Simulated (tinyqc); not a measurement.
Hueckel theory of the pi electrons, for the molecule c1ccsc1 (SMILES; centres numbered as the heavy atoms are written), step by step. One step of it, computed by the program tinyqc.

Question. Energy, charges, bond orders. E = sum n x; q_r = z_r - P_rr; bond order p = P_rs; free valence = sqrt(3) - sum of p over the bonds of the atom.

x values: 1.947411  1.000000  0.618034  -0.947411  -1.618034

occupations: 2.000000  2.000000  2.000000  0.000000  0.000000

charge and bond-order matrix P:
```
           1C         2C         3C         4S         5C
1C   1.099007   0.546220  -0.101769  -0.230602   0.792658
2C   0.546220   1.099007   0.792658  -0.230602  -0.101769
3C  -0.101769   0.792658   1.050885   0.449078  -0.396329
4S  -0.230602  -0.230602   0.449078   1.700217   0.449078
5C   0.792658  -0.101769  -0.396329   0.449078   1.050885
```

Centres:
```
centre  z_r, pi electrons of the neutral centre         h
1C                                            1  0.000000
2C                                            1  0.000000
3C                                            1  0.000000
4S                                            2  1.000000
5C                                            1  0.000000
```

Bonds:
```
i  j         k
1  2         1
2  3         1
3  4  0.650000
4  5  0.650000
5  1         1
```

Give: pi energy = 6 alpha + this times beta; pi charges; Bond orders and lengths from R = 1.517 - 0.180 p; free valence of the carbons; gap between the highest filled and the next level.

Answer.

pi energy = 6 alpha + this times beta = 7.1309

pi charges: 1C -0.0990, 2C -0.0990, 3C -0.0509, 4S 0.2998, 5C -0.0509

Bond orders and lengths from R = 1.517 - 0.180 p (angstrom, C-C alone):
```
bond       p       R
1-2   0.5462  1.4187
2-3   0.7927  1.3743
3-4   0.4491       -
4-5   0.4491       -
5-1   0.7927  1.3743
```

free valence of the carbons: 1C 0.3932, 2C 0.3932, 3C 0.4903, 5C 0.4903

gap between the highest filled and the next level = 1.5654 |beta|
